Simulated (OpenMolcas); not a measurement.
## How methods differ on SiO2 (silicon dioxide molecule)

The species is SiO2 (3 atoms), meant as a singlet with charge 0. SMILES: `O=[Si]=O`. The coordinates come from a PBE0-D4/def2-TZVP relaxation.

```xyz
3

O     0.6977    1.2296    0.5188
Si    0.0000    0.0000    0.0000
O    -0.6977   -1.2296   -0.5188
```

Quantity: the energy change with the Si2–O3 bond stretched from 1.506 to 2.635 Å, in eV. The values are calculated.

| level | kind | program | value (eV) | less FCI/STO-3G |
| --- | --- | --- | --- | --- |
| HF/STO-3G (restricted) | Hartree–Fock | OpenMolcas | 1.81 | -1.08 |
| MP2/STO-3G (restricted) | perturbation theory | OpenMolcas | 3.17 | +0.28 |
| ACPF/STO-3G (restricted) | coupled cluster or CI | OpenMolcas | 2.48 | -0.41 |
| CISD/STO-3G (restricted) | coupled cluster or CI | OpenMolcas | 2.66 | -0.23 |
| FCI/STO-3G | exact in the basis | OpenMolcas | 2.89 | 0.00 |

FCI/STO-3G is exact within its basis and frozen core, so for wave-function methods in that basis the difference is their error. The first shape isn't each level's own minimum. The values span 1.81 to 3.17 eV. All rows use very small basis sets, so none should be taken for the real molecule's value.
